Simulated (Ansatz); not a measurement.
This script drives the Ansatz DFT code, driven from Python.

`h5nosi.xyz`
```text
8

N    -0.77260    0.74390   -0.75540
Si    0.49040    0.19960    0.10790
O    -0.07740   -1.26400    0.61310
H    -0.96790    0.11420   -1.48800
H    -1.62450    0.78260   -0.16520
H     0.74770    1.09520    1.26290
H     1.67300    0.02640   -0.78680
H     0.62350   -1.75510    1.15570
```

The script, `h5nosi_pa.py`:
```python
import warnings

import ansatz as az
import numpy as np

BASIS = 'cc-pVDZ'
XC = 'r2scan'
NET_CHARGE = 1
FORCE_TOL = 0.01

warnings.simplefilter('ignore', az.DeckWarning)

h5nosi = az.Crystal.molecule_from_extxyz('h5nosi.xyz')

calculation = h5nosi.calculation().basis(gaussian=BASIS).functional(XC)
symbols = [site.symbol for site in h5nosi.cartesian_sites]
start = np.array([site.position_ang for site in h5nosi.cartesian_sites], dtype=float)
summary = calculation.relax(force_tolerance=0.01, max_steps=100).run(threads=1, pin='off').report
end = np.array(summary['positions_ang'])

away = sum((end[0] - end[j]) / np.linalg.norm(end[0] - end[j]) for j in [1, 3, 4]) + np.array([0.15, 0.1, -0.2])
proton = end[0] + 1.0 * away / np.linalg.norm(away)
acid = az.Crystal.molecule()
for symbol, place in zip(symbols, end):
    acid = acid.atom(symbol, place.tolist())
acid = acid.atom('H', proton.tolist())
protonated = (
    acid.calculation()
    .basis(gaussian=BASIS)
    .functional(XC)
    .charge(NET_CHARGE)
    .relax(force_tolerance=FORCE_TOL, max_steps=80)
)
after = protonated.run(threads=1, pin='off').report
xyz = np.array(after['positions_ang'])
reach = np.linalg.norm(xyz[:-1] - xyz[-1], axis=1)
print(f'base {summary["free_energy_ev"]:.5f} eV, protonated {after["free_energy_ev"]:.5f} eV')
print(f'the proton ends {reach.min():.3f} A from {symbols[reach.argmin()]}{reach.argmin()}')
print(f'electronic proton affinity {(summary["free_energy_ev"] - after["free_energy_ev"]):.3f} eV')
```

It is started by `python h5nosi_pa.py`. Estimate its wall time and peak memory on 1 thread of Arm Neoverse V2, with other jobs on the host.

It took about 48 s, with a peak of 0.21 GiB, for 2 runs of the engine.

Running `python h5nosi_pa.py` prints:
```text
base -11495.11119 eV, protonated -11504.71158 eV
the proton ends 1.029 A from N0
electronic proton affinity 9.600 eV
```

Total energies depend on the basis set; only differences at equal settings carry meaning. The proton is put on one chosen atom, which needn't be the most basic site, so the molecule's proton affinity can be higher; the ends are stationary points, not checked by frequencies, and zero-point and thermal terms count only where printed.

(Lines on the test bed's own set-up are left out of the output.)
